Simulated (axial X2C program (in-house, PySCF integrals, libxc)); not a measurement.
## Potential curves of AlSi⁺, with spin–orbit coupling

Calculated with an in-house all-electron X2C program for linear molecules (integrals from PySCF). Two-component (2c) means X2C with spin–orbit coupling and atomic mean-field two-electron Coulomb and Gaunt terms. Basis: Si dyall-v3z [8s7p2d1f], Al dyall-v3z [8s8p2d1f] (cores contracted in-house); Gaussian nuclei, density fitting, unrestricted open shells. Masses: Si 27.977 u, Al 26.982 u.

State: Ω = 1 (⟨Sz⟩ = 1.00, ⟨Lz⟩ = 0.00 at TPSSh). Energies in cm⁻¹ from the fragments at the same level (Si + Al+). Fits are polynomials in 1 − R0/R over 0.85 to 1.23 times the lowest point R0.

```json
{"R (Å)": "2.1141", "TPSSh": "-4523"}
{"R (Å)": "2.2113", "TPSSh": "-6675"}
{"R (Å)": "2.2842", "TPSSh": "-7551"}
{"R (Å)": "2.3571", "TPSSh": "-7966"}
{"R (Å)": "2.4300", "TPSSh": "-8045"}
{"R (Å)": "2.5151", "TPSSh": "-7835"}
{"R (Å)": "2.6001", "TPSSh": "-7417"}
{"R (Å)": "2.7095", "TPSSh": "-6706"}
{"R (Å)": "2.8431", "TPSSh": "-5739"}
{"R (Å)": "3.0375", "TPSSh": "-4387"}
```

De is counted from the lowest determinant-based energies of the atoms at the same level, without counterpoise correction. Density functionals use the spin component along the axis (collinear). The 2c atoms are single determinants rather than J levels; their spin–orbit lowering is only partly caught, and De is too large by that part. This holds for TPSSh. The functionals have no current-density term, which raises determinants with orbital currents, atoms included. The state is one determinant with fixed occupations, lowest in a PBE0 search at one distance only: followed along the bond, the spin-free determinant M_S = 1, Λ = 1 reaches 0.13 eV lower at PBE0, so the state shown is not the lowest. With several unpaired electrons one determinant need not be a pure state. Open-shell Ω = 0 determinants with evenly filled partner blocks cannot be reached by this program, so the Ω shown need not be the lowest component. This is the Ω = 1 component of a π² triplet; the 0⁺ component is not one determinant and can lie lowest.

Task: Fit the TPSSh curve near its minimum: give the equilibrium distance, the harmonic wavenumber and the well depth.

Result: At TPSSh, 2c: Re = 2.413 Å, ωe ≈ 346 cm⁻¹, De = 1.00 eV to Si + Al+; Be follows as 0.211 cm⁻¹.
